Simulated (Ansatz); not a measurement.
Process, species as SMILES: C=[C]Cl → Cl[C-]=C (an electron is taken up)
B3LYP-D3(BJ)/def2-TZVP geometries, fixed; electronic energies without zero-point terms; positive where energy is released.

Basis-set convergence of the adiabatic electron affinity at HF with Ansatz (a program for electronic structure). Cartesian d functions, on some or all atoms, in 6-31G*; all else is spherical. An unrestricted Hartree-Fock determinant is markedly spin-contaminated. Open shells are unrestricted. No added dispersion term, no relativity. Functions are those of the species that has most. Reference: the value in aug-pcseg-3, 0.384 eV, itself unsure by roughly 0.004 eV (its mean distance from aug-cc-pV(Q+d)Z, def2-QZVPPD). Deviations are taken from unrounded values.

```json
[
 {"basis": "3-21G", "functions": "35", "adiabatic electron affinity (eV)": "0.626", "minus reference (eV)": "0.242"},
 {"basis": "6-31G*", "functions": "53", "adiabatic electron affinity (eV)": "0.047", "minus reference (eV)": "-0.337"},
 {"basis": "aug-pcseg-1", "functions": "91", "adiabatic electron affinity (eV)": "0.592", "minus reference (eV)": "0.208"},
 {"basis": "aug-cc-pV(D+d)Z", "functions": "96", "adiabatic electron affinity (eV)": "0.511", "minus reference (eV)": "0.127"},
 {"basis": "pcseg-2", "functions": "122", "adiabatic electron affinity (eV)": "0.371", "minus reference (eV)": "-0.013"},
 {"basis": "def2-TZVPPD", "functions": "159", "adiabatic electron affinity (eV)": "0.382", "minus reference (eV)": "-0.002"},
 {"basis": "aug-pcseg-2", "functions": "188", "adiabatic electron affinity (eV)": "0.410", "minus reference (eV)": "0.026"},
 {"basis": "aug-cc-pV(T+d)Z", "functions": "193", "adiabatic electron affinity (eV)": "0.409", "minus reference (eV)": "0.025"},
 {"basis": "aug-cc-pV(Q+d)Z", "functions": "341", "adiabatic electron affinity (eV)": "0.390", "minus reference (eV)": "0.006"}
]
```

The smallest set listed that lies within 0.1 eV of the reference with all its larger relatives (same family, alike in diffuse functions; a set with none counts only in the reference's own line) is pcseg-2 (122 functions, -0.013 eV off). (Relatives not listed, tested too: pcseg-3 -0.006, def2-QZVPPD -0.001, aug-pcseg-3 0.000 eV.)
